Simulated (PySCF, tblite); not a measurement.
# C₂H₃−: protonation, part 1 of 2

Aim: compute the protonation of C₂H₃− (`[CH-]=C`).

Programs: tblite 0.8.0 and PySCF 2.14.0, with routines of our own; each step states its level. All values are computed. Atoms count from 0.

## 1. The system as given

5 atoms, charge -1, multiplicity 1; geometry from: start built from the parent or by distance geometry.

## 2. Relaxing the molecule with GFN2-xTB

The job: settings as JSON, then the geometry in Å.

```
{"job": {"kind": "relax", "xc": "GFN2-xTB", "basis": "xTB"}, "charge": -1, "multiplicity": 1}
C      0.810900    -0.509600     0.017500
C     -0.460900    -0.025700    -0.042100
H      1.618500     0.227800     0.073300
H     -0.655300     1.065800    -0.026900
H     -1.296000    -0.752600    -0.056100
```

Started as:

```sh
$ OMP_NUM_THREADS=1 python redox_run.py task.json out
```

This one command runs all jobs of the session in turn.

Standard output:

```text
step      E/eV     max force
  0    -158.63878    2.624
  1    -158.76529    1.936
  2    -158.82189    0.681
  3    -158.84513    0.325
  4    -158.85199    0.286
  5    -158.85629    0.117
  6    -158.85670    0.067
  7    -158.85690    0.058
  8    -158.85702    0.035
  9    -158.85709    0.020
 10    -158.85710    0.012
 11    -158.85711    0.008
```

Wall time 0.03 s (1 thread of Arm Neoverse V1, shared host).

Along the way:

```tsv
step	energy from step 0 (eV)	largest force (eV/Å)
0	0.0000	2.6240
1	-0.1265	1.9362
2	-0.1831	0.6805
3	-0.2064	0.3254
4	-0.2132	0.2857
5	-0.2175	0.1174
6	-0.2179	0.0672
7	-0.2181	0.0579
8	-0.2182	0.0352
9	-0.2183	0.0201
10	-0.2183	0.0117
11	-0.2183	0.0081
```

Distances of close pairs at the start and the end, largest changes first:

```tsv
bond	before (Å)	after (Å)	change (Å)
C0–H2	1.095	1.160	+0.065
C1–H3	1.109	1.141	+0.032
C0–C1	1.362	1.332	-0.030
C1–H4	1.107	1.106	-0.001
```

The next job starts from the end point, and lists it.

## 3. Infrared spectrum with GFN2-xTB

The job: settings as JSON, then the geometry in Å.

```
{"job": {"kind": "ir", "xc": "GFN2-xTB", "basis": "xTB"}, "charge": -1, "multiplicity": 1}
C      0.816496    -0.582001     0.022969
C     -0.398605    -0.039079    -0.024796
H      1.615144     0.258098     0.064576
H     -0.721433     1.055100    -0.030281
H     -1.294357    -0.686414    -0.066838
```

Standard output:

```text
mode    cm-1     km/mol
  1     840.6      0.63
  2     924.9      9.90
  3    1068.4      5.92
  4    1245.0     21.02
  5    1460.3     35.77
  6    1535.4    237.08
  7    2153.4    911.84
  8    2322.2   1028.26
  9    2749.6    354.12
ZPE 85.532  H(298)-E 95.893  G(298)-E 27.960 kJ/mol  S 227.85 J/(mol K)
```

It took 0.07 s on 1 thread of Arm Neoverse V1, shared host.

The strongest bands and the atoms that carry them (share of the mass-weighted mode):

```tsv
cm⁻¹	km/mol	atoms
925	9.9	H3 32 %, H2 31 %, H4 27 %
1068	5.9	H2 54 %, H4 27 %, H3 13 %
1245	21.0	H2 52 %, C0 17 %, C1 16 %
1460	35.8	C0 31 %, H3 30 %, H4 29 %
1535	237.1	C1 44 %, H4 18 %, H3 17 %, C0 17 %
2153	911.8	H2 53 %, H3 38 %
2322	1028.3	H3 53 %, H2 37 %
2750	354.1	H4 91 %
```

## 4. Optimising the geometry at PBE0-D3(BJ)/ma-def2-SVP

The job: settings as JSON, then the geometry in Å.

```
{"job": {"xc": "PBE0", "basis": "ma-def2-SVP", "d3": "d3bj", "grid": 1, "kind": "geom"}, "charge": -1, "multiplicity": 1}
C      0.816496    -0.582001     0.022969
C     -0.398605    -0.039079    -0.024796
H      1.615144     0.258098     0.064576
H     -0.721433     1.055100    -0.030281
H     -1.294357    -0.686414    -0.066838
```

Standard output:

```text
step   0  E = -77.76364680  max force = 0.038631
step   1  E = -77.76337754  max force = 0.011133
step   2  E = -77.76523168  max force = 0.010808
step   3  E = -77.76552396  max force = 0.004302
step   4  E = -77.76550106  max force = 0.005086
step   5  E = -77.76557980  max force = 0.000801
step   6  E = -77.76558505  max force = 0.000326
optimisation converged
```

It took 3.4 s on 1 thread of Arm Neoverse V1, shared host.

The steps of the relaxation: (the energy doesn't fall at every step)

```tsv
step	energy from step 0 (eV)	largest force component (eV/Å)
0	0.0000	1.9865
1	0.0073	0.5725
2	-0.0431	0.5558
3	-0.0511	0.2212
4	-0.0505	0.2615
5	-0.0526	0.0412
6	-0.0527	0.0168
```

Close pairs (by a distance rule), those that changed most:

```tsv
bond	before (Å)	after (Å)	change (Å)
C0–H2	1.160	1.123	-0.037
C0–C1	1.332	1.358	+0.026
C1–H3	1.141	1.120	-0.021
C1–H4	1.106	1.108	+0.002
```

The final coordinates are the input of the step that follows.

```tsv
at the end point	value
point group (found at 0.08 Å tolerance)	Cs
rotational constants (GHz, main isotopes)	185.8, 32.473, 27.643
```

## 5. Harmonic vibrations (C2H3−): PBE0-D3(BJ)/ma-def2-SVP

The job: settings as JSON, then the geometry in Å.

```
{"job": {"xc": "PBE0", "basis": "ma-def2-SVP", "d3": "d3bj", "grid": 2, "kind": "hessian"}, "charge": -1, "multiplicity": 1}
C      0.844225    -0.538051     0.177900
C     -0.403307    -0.009427     0.085412
H      1.544265     0.117044    -0.406392
H     -0.692127     0.916680    -0.473587
H     -1.274880    -0.480044     0.582272
```

Standard output:

```text
coarse grid: 4032 points
cycle   1  E = -77.6621421223  dE = -3.195e-04  |g| = 4.855e-01  |ddm| = 2.205e+00
cycle   2  E = -77.4702112004  dE =  1.919e-01  |g| = 8.788e-01  |ddm| = 2.825e+00
cycle   3  E = -77.7509487158  dE = -2.807e-01  |g| = 8.294e-02  |ddm| = 2.127e+00
cycle   4  E = -77.7517809727  dE = -8.323e-04  |g| = 6.929e-02  |ddm| = 2.433e-01
cycle   5  E = -77.7530962219  dE = -1.315e-03  |g| = 3.530e-03  |ddm| = 1.000e-01
cycle   6  E = -77.7531020025  dE = -5.781e-06  |g| = 9.249e-04  |ddm| = 3.699e-02
final grid: 38536 points
cycle   7  E = -77.7655901568  dE = -3.756e-06  |g| = 3.712e-03  |ddm| = 1.572e-02
cycle   8  E = -77.7655869022  dE =  3.255e-06  |g| = 4.941e-03  |ddm| = 1.427e-02
cycle   9  E = -77.7655945416  dE = -7.639e-06  |g| = 1.734e-04  |ddm| = 8.781e-03
cycle  10  E = -77.7655945466  dE = -5.013e-09  |g| = 1.089e-04  |ddm| = 4.275e-04
cycle  11  E = -77.7655945501  dE = -3.413e-09  |g| = 2.640e-05  |ddm| = 3.588e-04
cycle  12  E = -77.7655945503  dE = -2.555e-10  |g| = 2.331e-06  |ddm| = 1.460e-04
cycle  13  E = -77.7655945503  dE = -4.121e-12  |g| = 3.804e-07  |ddm| = 5.501e-05
converged SCF energy = -77.7655945503

mode    cm-1
  1     867.4
  2     924.6
  3    1081.2
  4    1204.3
  5    1387.6
  6    1550.4
  7    2818.3
  8    2890.5
  9    3007.2
ZPE 94.096  H(298)-E 104.446  G(298)-E 36.494 kJ/mol  S 227.91 J/(mol K)
```

Wall time 8.1 s (1 thread of Arm Neoverse V1, shared host); peak memory 0.61 GiB.

Zero-point energy 94.10 kJ/mol (xTB gave 85.53).

## 6. Single point (C2H3−): wB97X-D3(BJ)/ma-def2-TZVP

Geometry: PBE0-D3(BJ)/ma-def2-SVP.

The job: settings as JSON, then the geometry in Å.

```
{"job": {"kind": "sp", "xc": "wB97X", "basis": "ma-def2-TZVP", "d3": "d3bj", "grid": 2}, "charge": -1, "multiplicity": 1}
C      0.844225    -0.538051     0.177900
C     -0.403307    -0.009427     0.085412
H      1.544265     0.117044    -0.406392
H     -0.692127     0.916680    -0.473587
H     -1.274880    -0.480044     0.582272
```

Standard output:

```text
coarse grid: 4032 points
cycle   1  E = -77.9261353250  dE = -2.724e-02  |g| = 4.284e-01  |ddm| = 1.551e+00
cycle   2  E = -77.9493696798  dE = -2.323e-02  |g| = 4.167e-01  |ddm| = 1.377e+00
cycle   3  E = -77.9965817246  dE = -4.721e-02  |g| = 3.278e-02  |ddm| = 6.638e-01
cycle   4  E = -77.9969974826  dE = -4.158e-04  |g| = 2.494e-02  |ddm| = 7.916e-02
cycle   5  E = -77.9971893044  dE = -1.918e-04  |g| = 5.119e-03  |ddm| = 4.247e-02
cycle   6  E = -77.9972215240  dE = -3.222e-05  |g| = 1.618e-03  |ddm| = 3.107e-02
cycle   7  E = -77.9972258983  dE = -4.374e-06  |g| = 3.691e-04  |ddm| = 1.718e-02
final grid: 38536 points
cycle   8  E = -77.9909666152  dE = -1.113e-05  |g| = 1.393e-03  |ddm| = 1.562e-02
cycle   9  E = -77.9909670774  dE = -4.622e-07  |g| = 9.995e-04  |ddm| = 3.997e-03
cycle  10  E = -77.9909673569  dE = -2.795e-07  |g| = 1.642e-04  |ddm| = 1.099e-03
cycle  11  E = -77.9909673910  dE = -3.409e-08  |g| = 7.780e-05  |ddm| = 1.326e-03
cycle  12  E = -77.9909673973  dE = -6.256e-09  |g| = 4.593e-05  |ddm| = 5.240e-04
converged SCF energy = -77.9909673973
```

It took 0.91 s on 1 thread of Arm Neoverse V1, shared host.

## 7. Geometry optimisation at PBE0-D3(BJ)/ma-def2-SVP

This step treats C2H4, `C=C`.

The job: settings as JSON, then the geometry in Å.

```
{"job": {"xc": "PBE0", "basis": "ma-def2-SVP", "d3": "d3bj", "grid": 1, "kind": "geom"}, "charge": 0, "multiplicity": 1}
C      0.762476    -0.468442    -0.211543
C     -0.436402     0.024439     0.018136
H      1.580038     0.150472    -0.543577
H     -0.659007     1.070812    -0.114616
H     -1.254640    -0.594024     0.349680
H      0.985271    -1.514907    -0.080100
```

Standard output:

```text
step   0  E = -78.42871538  max force = 0.011717
step   1  E = -78.42975524  max force = 0.001800
step   2  E = -78.42975838  max force = 0.000098
optimisation converged
```

Run time: 1.5 s. Hardware: 1 thread of Arm Neoverse V1, shared host.

The steps of the relaxation:

```tsv
step	energy from step 0 (eV)	largest force component (eV/Å)
0	0.0000	0.6025
1	-0.0283	0.0926
2	-0.0284	0.0050
```

Distances of close pairs at the start and the end, largest changes first:

```tsv
bond	before (Å)	after (Å)	change (Å)
C0–H2	1.078	1.094	+0.016
C1–H4	1.078	1.094	+0.016
C0–H5	1.078	1.094	+0.016
C1–H3	1.078	1.094	+0.016
C0–C1	1.316	1.332	+0.016
```

The final coordinates are the input of the step that follows.

```tsv
at the end point	value
point group (found at 0.08 Å tolerance)	D2h
rotational constants (GHz, main isotopes)	144.6, 29.977, 24.829
dipole moment (D)	0.00
```

## 8. Harmonic vibrations (C₂H₄): PBE0-D3(BJ)/ma-def2-SVP

The job: settings as JSON, then the geometry in Å.

```
{"job": {"xc": "PBE0", "basis": "ma-def2-SVP", "d3": "d3bj", "grid": 2, "kind": "hessian"}, "charge": 0, "multiplicity": 1}
C      0.769169    -0.471860    -0.214647
C     -0.443263     0.027979     0.020665
H      1.595724     0.160508    -0.552882
H     -0.662778     1.091437    -0.114803
H     -1.269847    -0.604373     0.358868
H      0.988701    -1.535320    -0.079222
```

Standard output:

```text
coarse grid: 4656 points
cycle   1  E = -78.4021728980  dE = -2.571e-02  |g| = 2.269e-01  |ddm| = 2.301e+00
cycle   2  E = -78.4021798475  dE = -6.950e-06  |g| = 2.321e-01  |ddm| = 4.245e-01
cycle   3  E = -78.4174527430  dE = -1.527e-02  |g| = 3.712e-03  |ddm| = 2.100e-01
cycle   4  E = -78.4174580311  dE = -5.288e-06  |g| = 6.660e-04  |ddm| = 5.933e-03
final grid: 43904 points
cycle   5  E = -78.4297557895  dE = -6.919e-06  |g| = 4.182e-03  |ddm| = 1.179e-02
cycle   6  E = -78.4297555832  dE =  2.063e-07  |g| = 4.299e-03  |ddm| = 7.610e-03
cycle   7  E = -78.4297607934  dE = -5.210e-06  |g| = 3.249e-05  |ddm| = 3.845e-03
cycle   8  E = -78.4297607937  dE = -2.624e-10  |g| = 7.555e-06  |ddm| = 5.449e-05
cycle   9  E = -78.4297607937  dE = -1.270e-11  |g| = 1.766e-06  |ddm| = 9.914e-06
converged SCF energy = -78.4297607937

mode    cm-1
  1     820.8
  2     967.3
  3     974.1
  4    1053.5
  5    1216.2
  6    1361.9
  7    1438.5
  8    1707.5
  9    3152.6
 10    3170.8
 11    3247.9
 12    3270.2
ZPE 133.869  H(298)-E 144.357  G(298)-E 78.994 kJ/mol  S 219.23 J/(mol K)
```

It took 12 s on 1 thread of Arm Neoverse V1, shared host; peak memory 0.72 GiB.

Zero-point energy 133.87 kJ/mol (xTB gave 130.98).

## 9. Single point (C₂H₄): wB97X-D3(BJ)/ma-def2-TZVP

Geometry: PBE0-D3(BJ)/ma-def2-SVP.

The job: settings as JSON, then the geometry in Å.

```
{"job": {"kind": "sp", "xc": "wB97X", "basis": "ma-def2-TZVP", "d3": "d3bj", "grid": 2}, "charge": 0, "multiplicity": 1}
C      0.769169    -0.471860    -0.214647
C     -0.443263     0.027979     0.020665
H      1.595724     0.160508    -0.552882
H     -0.662778     1.091437    -0.114803
H     -1.269847    -0.604373     0.358868
H      0.988701    -1.535320    -0.079222
```

Standard output:

```text
coarse grid: 4656 points
cycle   1  E = -78.6572916926  dE =  1.236e-02  |g| = 1.553e-01  |ddm| = 1.531e+00
cycle   2  E = -78.6632975942  dE = -6.006e-03  |g| = 7.302e-02  |ddm| = 1.507e-01
cycle   3  E = -78.6645791761  dE = -1.282e-03  |g| = 1.700e-02  |ddm| = 5.172e-02
cycle   4  E = -78.6646755501  dE = -9.637e-05  |g| = 1.910e-03  |ddm| = 1.674e-02
cycle   5  E = -78.6646777759  dE = -2.226e-06  |g| = 4.087e-04  |ddm| = 3.067e-03
final grid: 43904 points
cycle   6  E = -78.6579856281  dE = -1.413e-05  |g| = 1.595e-03  |ddm| = 1.700e-02
cycle   7  E = -78.6579860662  dE = -4.382e-07  |g| = 9.110e-04  |ddm| = 1.937e-03
cycle   8  E = -78.6579862566  dE = -1.904e-07  |g| = 9.145e-05  |ddm| = 5.586e-04
cycle   9  E = -78.6579862598  dE = -3.177e-09  |g| = 1.284e-05  |ddm| = 1.653e-04
converged SCF energy = -78.6579862598
```

It took 1 s on 1 thread of Arm Neoverse V1, shared host.

## 10. Protonation: wB97X-D3(BJ)/ma-def2-TZVP

This step combines the energies above: geometries from PBE0-D3(BJ)/ma-def2-SVP, zero-point and thermal terms from PBE0-D3(BJ)/ma-def2-SVP.

The job: settings as JSON, then the geometry in Å.

```
{"job": {"kind": "pa", "geom": {"xc": "PBE0", "basis": "ma-def2-SVP", "d3": "d3bj", "grid": 1}, "hess": 1, "level": {"xc": "wB97X", "basis": "ma-def2-TZVP", "d3": "d3bj"}}, "charge": -1, "multiplicity": 1}
C      0.844225    -0.538051     0.177900
C     -0.403307    -0.009427     0.085412
H      1.544265     0.117044    -0.406392
H     -0.692127     0.916680    -0.473587
H     -1.274880    -0.480044     0.582272
```

Output (the driver's rows laid out field by field):

```text
protonation site by site, wB97X-D3(BJ)/ma-def2-TZVP // PBE0-D3(BJ)/ma-def2-SVP

row 1
  formula                 C2H4
  charge                  0
  multiplicity            1
  smiles                  C=C
  kept                    yes
  pieces                  1
  point_group             D2h
  atom                    0
  element                 C
  electronic              1751.26
  enthalpy                1717.54
  free_energy             1682.47
  share_gas               1.0
```

Run time: 27 s. Hardware: 1 thread of Arm Neoverse V1, shared host.

Energy given off on adding a proton (kJ/mol, gas phase, 298 K for the thermal columns):

```tsv
site	product	electronic	enthalpy	free energy
C0	C=C	1751.3	1717.5	1682.5
```

(Continued in part 2 of 2.)
